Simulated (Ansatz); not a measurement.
## Ansatz (development build ahead of 0.2.0) run

```yaml
crystal:
  periodic: [false, false, false]
  atoms:
    - { symbol: C, position_ang: [0.0, 0.0, -1.47] }
    - { symbol: C, position_ang: [0.0, 0.0, 0.0] }
    - { symbol: "N", position_ang: [0.0, 0.0, 1.24425] }
basis:
  gaussian: { orbitals: def2-SVP }
magnetization:
  initial_magnetization: 1
hamiltonian:
  xc: hf
correlation:
  method: mp2
  frozen_orbitals: { C: 1, "N": 1 }
scf:
  omitted_lower_state_checks: [starts, atomic_configurations, cluster_reference, orbital_swaps, given_window_search, neighbouring_geometries, increment]
```

The input is written out in the form of the current development build from the run's settings. Correlation on restricted open-shell orbitals is semicanonical, with singles.

Output:

```yaml
Converged: yes
Reference_energy: -129.87189 hartree
Correlation_energy: -0.37290 hartree
Total_energy: -130.24479 hartree
Spin_squared_of_the_determinant: 0.750
Stability_test: minimum among restricted orbitals
Occupied_orbitals_by_symmetry_in_an_Abelian_subgroup_alpha;_beta: 7 A1 2 B1 1 B2; 7 A1 1 B1 1 B2
```

Messages of the program:
```
mean field -3533.99412808 eV, -129.8718887796 hartree, gradient 2.6e-6 eV, S^2 0.750000; 0 other ends of a descent, 0 dependent functions left out
```

Caution: an unrestricted determinant lies well below.
